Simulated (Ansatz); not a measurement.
# NH2 (SMILES [NH2]): UCCSD(T)/6-31G(d) (spherical functions)

What is the vertical doublet–quartet gap of NH2 at UCCSD(T)/6-31G* (spherical functions)? 

The results are computed with Ansatz 0.2.0.

48 further runs of the same task are left out: 48 set aside as unsound or not needed.

### 1 The structure to begin with

NH2: 3 atoms, total charge 0, spin state doublet. SMILES: `[NH2]`. The coordinates come from a GFN2-xTB relaxation.

Bond lengths: N1–H2 1.014 Å, N1–H3 1.014 Å. Angles: H2–N1–H3 110.0°.

### 2 A single-point energy at UCCSD(T)/6-31G(d) (spherical functions)

The input, input.yaml:

```yaml
crystal:
  periodic: [false, false, false]
  atoms:
    - {symbol: "N", position_ang: [0.307180, -0.182210, 0.151440]}
    - {symbol: H, position_ang: [0.155580, 0.820260, 0.174790]}
    - {symbol: H, position_ang: [-0.462760, -0.638040, -0.326220]}
basis:
  gaussian:
    orbitals: 6-31G_st_-spherical.json
magnetization:
  spin_polarized: true
  initial_magnetization: 1
correlation:
  method: ccsd_t
  frozen_orbitals: {H: 0, "N": 1}
accuracy: high
scf:
  omitted_lower_state_checks: [cluster_reference, increment]
```

The basis set 6-31G* is read from a file made from the Basis Set Exchange's data (not shown).

Launch:

```bash
$ ansatz run input.yaml --threads 1 --pin off --max-ram 2610MiB --events-out events.jsonl --progress --plain --runs-dir runs
```

The log of the run:

```text
Warning: RAYON_NUM_THREADS=1 ignored (pool sized by the plan → 1); use --threads N
Functional definition: HF
  name "HF"
  exchange = exact_x
  correlation = 0
these checks for a lower state are left out or cut short: cluster_reference, increment
330 factors; integrals over basis functions are off by at most 4.2e-9 eV
mean field evaluation 1: about -1511.1405 eV, gradient 1.2e1 eV
mean field evaluation 2: about -1511.1400 eV, gradient 1.2e1 eV
mean field evaluation 4: about -1511.7512 eV, gradient 1.0e0 eV
mean field evaluation 8: about -1511.7580 eV, gradient 8.7e-3 eV
mean field -1511.75800501 eV, -55.5560819777 hartree, gradient 8.5e-8 eV, S^2 0.757775; 0 other end points of the search recorded, 0 dependent functions left out
1 core orbitals not correlated: weight in the atoms' cores, before any rotation towards them, 1.000 or more for the frozen orbitals, at most 0.000 for the correlated occupied ones
reference -1511.75800501 eV, -55.5560819777 hartree; 4, 3 occupied and 13, 14 virtual orbitals, 330 factors
second order -3.56886946 eV of doubles, -0.00000000 eV of singles
cycle   1  -3.94095195 eV  change   -3.7e-1 eV  update   3.5e-2
cycle   2  -4.06664733 eV  change   -1.3e-1 eV  update   1.3e-2
cycle   3  -4.07638271 eV  change   -9.7e-3 eV  update   3.9e-3
cycle   4  -4.07718492 eV  change   -8.0e-4 eV  update   1.5e-3
cycle   5  -4.07739641 eV  change   -2.1e-4 eV  update   4.9e-4
cycle   6  -4.07746638 eV  change   -7.0e-5 eV  update   1.7e-4
cycle   7  -4.07747760 eV  change   -1.1e-5 eV  update   7.2e-5
cycle   8  -4.07747670 eV  change    8.9e-7 eV  update   2.3e-5
cycle   9  -4.07747825 eV  change   -1.5e-6 eV  update   7.2e-6
cycle  10  -4.07747746 eV  change    7.9e-7 eV  update   1.9e-6
cycle  11  -4.07747748 eV  change   -1.8e-8 eV  update   4.4e-7
cycle  12  -4.07747750 eV  change   -1.9e-8 eV  update   1.2e-7
cycle  13  -4.07747756 eV  change   -6.5e-8 eV  update   3.3e-8
cycle  14  -4.07747754 eV  change    1.8e-8 eV  update   1.7e-8
cycle  15  -4.07747754 eV  change   -1.6e-9 eV  update   9.9e-9
cycle  16  -4.07747720 eV  change    3.5e-7 eV  update   5.0e-8
cycle  17  -4.07747715 eV  change    4.1e-8 eV  update   1.5e-8
cycle  18  -4.07747714 eV  change    1.4e-8 eV  update   4.6e-9
cycle  19  -4.07747714 eV  change    2.2e-9 eV  update   1.4e-9
cycle  20  -4.07747714 eV  change   2.4e-10 eV  update  5.1e-10
perturbative correction -0.04626886 eV, -0.0017003493 hartree
Total energy: -1515.88175101 eV, -55.7076268481 hartree
Checks for a lower state left out: cluster_reference, increment
```

Wall time 0.32 s (1 thread of Arm Neoverse V1, shared host).

### 3 The quartet, same level

The input, job.yaml:

```yaml
crystal:
  periodic: [false, false, false]
  atoms:
    - {symbol: N, position_ang: [0.307180, -0.182210, 0.151440]}
    - {symbol: H, position_ang: [0.155580, 0.820260, 0.174790]}
    - {symbol: H, position_ang: [-0.462760, -0.638040, -0.326220]}
basis:
  gaussian: {orbitals: 6-31G_st_-spherical.json}
accuracy: high
magnetization: {spin_polarized: true, initial_magnetization: 3}
scf: {omitted_lower_state_checks: [cluster_reference, increment]}
correlation: {method: ccsd_t, frozen_orbitals: {H: 0, "N": 1}}
```

The basis set 6-31G* is read from a file made from the Basis Set Exchange's data (not shown).

Launch:

```bash
$ ansatz run job.yaml --threads 1 --pin off --max-ram 2610MiB --events-out events.jsonl --progress --plain --runs-dir runs
```

The log of the run:

```text
Warning: RAYON_NUM_THREADS=1 ignored (pool sized by the plan → 1); use --threads N
Functional definition: HF
  name "HF"
  exchange = exact_x
  correlation = 0
these checks for a lower state are left out or cut short: cluster_reference, increment
330 factors; integrals over basis functions are off by at most 4.2e-9 eV
mean field evaluation 1: about -1503.5501 eV, gradient 9.6e0 eV
mean field evaluation 2: about -1503.5519 eV, gradient 9.6e0 eV
mean field evaluation 4: about -1504.1587 eV, gradient 1.0e0 eV
mean field evaluation 8: about -1504.1688 eV, gradient 9.9e-3 eV
mean field evaluation 16: about -1503.9908 eV, gradient 1.6e0 eV
mean field -1504.16883975 eV, -55.2771852984 hartree, gradient 1.9e-8 eV, S^2 3.756080; 2 other end points of the search recorded, 0 dependent functions left out
1 core orbitals not correlated: weight in the atoms' cores, before any rotation towards them, 1.000 or more for the frozen orbitals, at most 0.000 for the correlated occupied ones
reference -1504.16883975 eV, -55.2771852984 hartree; 5, 2 occupied and 12, 15 virtual orbitals, 330 factors
second order -2.85006111 eV of doubles, -0.00000000 eV of singles
cycle   1  -3.25005702 eV  change   -4.0e-1 eV  update   3.9e-2
cycle   2  -3.38922006 eV  change   -1.4e-1 eV  update   1.7e-2
cycle   3  -3.39979683 eV  change   -1.1e-2 eV  update   6.7e-3
cycle   4  -3.40229911 eV  change   -2.5e-3 eV  update   2.7e-3
cycle   5  -3.40241767 eV  change   -1.2e-4 eV  update   7.1e-4
cycle   6  -3.40259278 eV  change   -1.8e-4 eV  update   1.9e-4
cycle   7  -3.40255658 eV  change    3.6e-5 eV  update   5.4e-5
cycle   8  -3.40254390 eV  change    1.3e-5 eV  update   1.8e-5
cycle   9  -3.40254786 eV  change   -4.0e-6 eV  update   7.7e-6
cycle  10  -3.40254459 eV  change    3.3e-6 eV  update   3.7e-6
cycle  11  -3.40254385 eV  change    7.4e-7 eV  update   2.4e-6
cycle  12  -3.40254504 eV  change   -1.2e-6 eV  update   1.2e-6
cycle  13  -3.40254465 eV  change    4.0e-7 eV  update   3.8e-7
cycle  14  -3.40254457 eV  change    7.7e-8 eV  update   1.2e-7
cycle  15  -3.40254461 eV  change   -4.5e-8 eV  update   5.4e-8
cycle  16  -3.40254461 eV  change    4.8e-9 eV  update   2.3e-8
cycle  17  -3.40254462 eV  change   -1.3e-8 eV  update   1.6e-8
cycle  18  -3.40254462 eV  change    2.3e-9 eV  update   1.3e-8
cycle  19  -3.40254457 eV  change    5.2e-8 eV  update   3.6e-8
cycle  20  -3.40254458 eV  change   -1.6e-8 eV  update   1.4e-8
cycle  21  -3.40254459 eV  change   -4.4e-9 eV  update   4.9e-9
cycle  22  -3.40254459 eV  change  -8.8e-10 eV  update   2.0e-9
cycle  23  -3.40254459 eV  change   3.8e-10 eV  update   1.0e-9
cycle  24  -3.40254459 eV  change   2.5e-10 eV  update  4.4e-10
perturbative correction -0.05219851 eV, -0.0019182600 hartree
Total energy: -1507.62358285 eV, -55.4041447656 hartree
Checks for a lower state left out: cluster_reference, increment
```

It took 0.36 s on 1 thread of Arm Neoverse V1, shared host.

### 4 What came out

At UCCSD(T)/6-31G* (spherical functions), 1 core orbital frozen:

```
                                           quantity         value
                              doublet: total energy  -55.70763 Eh
doublet: correlation energy (1 core orbital frozen)    -151.5 mEh
                            doublet: (T) correction     -1.70 mEh
         doublet: ⟨S²⟩ of the reference determinant         0.758
                             doublet: T1 diagnostic         0.006
                              quartet: total energy  -55.40414 Eh
quartet: correlation energy (1 core orbital frozen)    -127.0 mEh
                            quartet: (T) correction     -1.92 mEh
         quartet: ⟨S²⟩ of the reference determinant         3.756
                             quartet: T1 diagnostic         0.009
   vertical energy of the quartet above the doublet      8.258 eV
```

**Reading.** At this shape the quartet lies 8.26 eV (797 kJ/mol) above the doublet. The triples (doublet) make up 1.1 % of the correlation energy. The triples (quartet) make up 1.5 % of the correlation energy.
